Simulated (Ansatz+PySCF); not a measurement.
## doublet N₂(+): levels of theory in one basis

```xyz
2

N     0.0000    0.0000   -0.8322
N     0.0000    0.0000    0.8322
```

Basis set: cc-pVDZ (spherical functions). Correlated methods keep 2 orbitals frozen. Correlation on ROHF uses semicanonical orbitals with singles. Charge 1, multiplicity 2.

Computed with Ansatz (development build ahead of 0.2.0); each method stands on the lowest determinant of its kind that the runs found. NEVPT2 correlates all electrons. Active spaces start from the frontier orbitals, and the lowest solution found is given.

| method | E − E(ROHF) (eV) | <S²> of the determinant |
| --- | --- | --- |
| ROHF | 0.00 | 0.75 |
| UHF | -4.08 | 2.67 |
| ROHF-MP2 | -6.91 | – |
| ROHF-CCSD(T) | -10.79 | – |
| CASSCF(9,8) | -6.14 | – |
| CASSCF(3,3) | -2.55 | – |
| SC-NEVPT2(3,3) | -8.23 | – |

(1) What does SC-NEVPT2(9,8) give on the same scale?

(2) Is a single determinant a sound starting point here?

Answers

(1) -9.82 eV. NEVPT2 here correlates all electrons, so it doesn't share the others' frozen core.

(2) It is doubtful. Unrestricted orbitals lower Hartree–Fock by 4.08 eV and <S²> is 2.67 where a pure state has 0.75, a sign of strong static correlation. The CASSCF(9,8) natural occupations are 1.98, 1.97, 1.88, 1.73, 0.93, 0.28, 0.12, 0.11. The CASSCF(3,3) natural occupations are 1.48, 1.00, 0.52.

Caution for ROHF, ROHF-MP2, ROHF-CCSD(T): an unrestricted determinant lies well below. Caution for ROHF, UHF, ROHF-MP2, ROHF-CCSD(T): the determinant breaks the point group. Caution for UHF: the unrestricted determinant is a mixture of spin states. Caution for ROHF-MP2, ROHF-CCSD(T): large amplitudes, a single reference is doubtful. Caution for ROHF-MP2: forces differ strongly between restricted and unrestricted references; MP2 forces lie far from those of the mean fields; another reference gives a lower total. Caution for CASSCF(3,3): other starts end on other solutions of this active space.
